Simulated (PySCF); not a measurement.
NMR data simulated for an unnamed compound:

¹H NMR (600 MHz, computed): δ 5.42 (m, 2H), 4.78 (m, 2H), 2.73 (m, 4H).

¹³C{¹H} NMR (computed): δ 151.9 (C), 102.6 (CH2), 31.4 (CH2).

[PySCF: shielding tensors at KT3/pcSseg-2 (GIAO); coordinates at the PBE0-D3(BJ)/def2-SVP level; B3LYP/pcJ-1 coupling constants (without the spin–dipole term); relativity neglected; averaged over atoms made equivalent by symmetry, fast rotation or ring inversion; one computed conformer; no solvent model]

Referencing at the same level of theory: ¹H (31.35 ppm), ¹³C (181.31 ppm) against TMS.

Question: Which of these does the molecule contain: a non-aromatic C=C double bond, an ester, a CF3 group, a C≡C triple bond?

Answer: 
- A non-aromatic C=C double bond: yes.
- An ester: no.
- A CF3 group: no.
- A C≡C triple bond: no.

The data belong to `InChI=1S/C6H8/c1-5-3-4-6(5)2/h1-4H2`; they needn't prove each group on their own.

Carbon signals by region: 2 in the sp2 and nitrile region (100–160 ppm), 1 below 50 ppm.

Multiplet labels drop couplings under 1 Hz and merge nearly equal ones. Couplings among chemically equivalent protons are left out too, so labels in AA′BB′ or AA′XX′ sets are apparent multiplicities. Shifts are as computed, not scaled to solution data. Of 1211 compounds with measured shifts, 218 miss one by over three times the rms of a fit or turn the order of signals round; such compounds aren't used in these exercises.
